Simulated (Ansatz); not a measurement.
A calculation with Ansatz (development build ahead of 0.2.0).

```yaml
crystal:
  periodic: [false, false, false]
  atoms:
    - { symbol: C, position_ang: [1.09814, 0.0, 0.0] }
    - { symbol: C, position_ang: [0.0, 1.09814, 0.0] }
    - { symbol: C, position_ang: [-1.09814, 0.0, 0.0] }
    - { symbol: C, position_ang: [0.0, -1.09814, 0.0] }
    - { symbol: H, position_ang: [1.73765, 0.0, 0.88021] }
    - { symbol: H, position_ang: [0.0, 1.73765, 0.88021] }
    - { symbol: H, position_ang: [-1.73765, 0.0, 0.88021] }
    - { symbol: H, position_ang: [0.0, -1.73765, 0.88021] }
    - { symbol: H, position_ang: [1.73765, 0.0, -0.88021] }
    - { symbol: H, position_ang: [0.0, 1.73765, -0.88021] }
    - { symbol: H, position_ang: [-1.73765, 0.0, -0.88021] }
    - { symbol: H, position_ang: [0.0, -1.73471, -0.87617] }
basis:
  gaussian: { orbitals: cc-pVDZ }
hamiltonian:
  xc: hf
correlation:
  method: mp2
  frozen_orbitals: { C: 1, H: 0 }
```

The input is written out in the form of the current development build from the run's settings.

Output:

```
Converged                       : yes
Reference energy                : -156.10569 hartree
Correlation energy              : -0.56628 hartree
Total energy                    : -156.67196 hartree
Spin squared of the determinant : 0.000
```
